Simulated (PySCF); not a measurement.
Compound: C3H5ClF (doublet state).
Structure used (GFN2-xTB), in Å, numbered top down from 1:
```xyz
10
C3H5ClF angstrom
C     -1.0311    0.2267    0.4113
C      0.0609   -0.6612   -0.2112
C      1.3486    0.0549   -0.3841
F      2.0572    0.2900    0.7448
Cl     1.4931    1.3126   -1.5254
H     -1.2336    1.0809   -0.2296
H     -1.9451   -0.3483    0.5319
H     -0.7117    0.5876    1.3853
H     -0.2718   -1.0202   -1.1857
H      0.2425   -1.5184    0.4402
```

The hyperfine couplings belong to this conformer and change with its torsions.

The species is `CC[C](F)Cl` [radical].

Computed, not measured: UKS B3LYP, pcH-1 on C Cl F H, non-relativistic, mean-field spin-orbit, GIAO (PySCF). One conformer (not necessarily the lowest) at the GFN2-xTB geometry, without solvent, vibrations or thermal averaging. A GFN2-xTB geometry isn't a minimum of the functional, and hyperfine couplings can be far from their values at a DFT geometry. Stability of the SCF solution: not tested.

Q: Predict the first-order ENDOR lines of F4, H9/H10, H6/H7/H8 and Cl5 under fast tumbling at B = 3348.5 mT (W band).

A: ν± = |νn ± a/2|, one line for each electron-spin manifold; νn = |g_N| × 7.62259 MHz/T × B.

```csv
nuclei,isotope,g_N,νn (MHz),a_iso (MHz),lower line (MHz),upper line (MHz)
F4,19F,5.2577,134.20,188.09,40.15,228.25
H9/H10,1H,5.5857,142.57,19.11,133.02,152.12
H6/H7/H8,1H,5.5857,142.57,0.69,142.23,142.91
Cl5,35Cl,0.5479,13.99,18.45,4.76,23.21
```

Q: Which pairs are centred on the nuclear Larmor frequency, and which on half the coupling?

A: Centred on νn, since |a| < 2νn: F4, H9/H10, H6/H7/H8 and Cl5. No pair has |a| > 2νn.

Q: At what field would the lower line of F4 fall to zero frequency?

A: Where νn = |a|/2, that is B = 94.05 MHz/(5.2577 × 7.62259 MHz/T) = 2350 mT, as far as first order holds there.

Means are taken over nuclei equivalent by connectivity, which assumes that they swap fast. The three 1H nuclei of mean +0.7 MHz run from -4.3 to 10.4 MHz in the frozen geometry.

Main isotope only: 35Cl (natural samples also hold 24 % 37Cl, magnetic too, which adds its own pattern).

The largest Mulliken spin populations are on C3 (+0.84) and Cl5 (+0.08). C3 is the only atom above +0.15. The angles at C3 add up to 349.4°, so it is slightly pyramidal.

Hardware: one thread, Arm Neoverse V1 (aarch64), shared host. Cost: 28 s (with the writing of density and orbital grids), 0.65 GiB resident at most.
